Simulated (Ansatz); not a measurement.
**Scan of PH2⁺, triplet**

Starting geometry (PBE0/def2-TZVP stationary point for this spin, not checked as a minimum):

```xyz
3

P     0.0000   -0.0418    0.0000
H     0.0000    0.6425   -1.2397
H     0.0000    0.6425    1.2397
```

From there H2 moves along the line of the two atoms named below, all else staying in place; atoms are numbered as listed. Energies are in eV, counted from the starting geometry at the same level.

Basis cc-pVDZ; Ansatz 0.2.0. Correlated methods freeze the noble-gas cores. Prefix R: restricted or restricted open-shell reference.

Full CI is exact within this basis and frozen core; it isn't the basis-set limit.

```tsv
distance P1-H2 (Å)	RCCSD
1.105	1.885
1.249	0.431
1.416	0.000
1.578	0.211
1.767	0.764
1.997	1.517
2.304	2.285
2.659	2.677
3.140	2.815
3.893	2.860
4.794	2.869
```

Task: Estimate the full CI curve in cc-pVDZ from this one, knowing how RCCSD errs.

Result: The computed full CI values, in eV from the starting point, and the error of RCCSD against them:
| distance P1-H2 (Å) | full CI | RCCSD less full CI |
| --- | --- | --- |
| 1.105 | 1.897 | -0.012 |
| 1.249 | 0.438 | -0.007 |
| 1.416 | 0.000 | 0.000 |
| 1.578 | 0.201 | 0.010 |
| 1.767 | 0.740 | 0.025 |
| 1.997 | 1.469 | 0.048 |
| 2.304 | 2.233 | 0.052 |
| 2.659 | 2.667 | 0.010 |
| 3.140 | 2.825 | -0.010 |
| 3.893 | 2.872 | -0.012 |
| 4.794 | 2.881 | -0.012 |

The error spans 0.064 eV and is largest, 0.052 eV, at 2.304 Å.
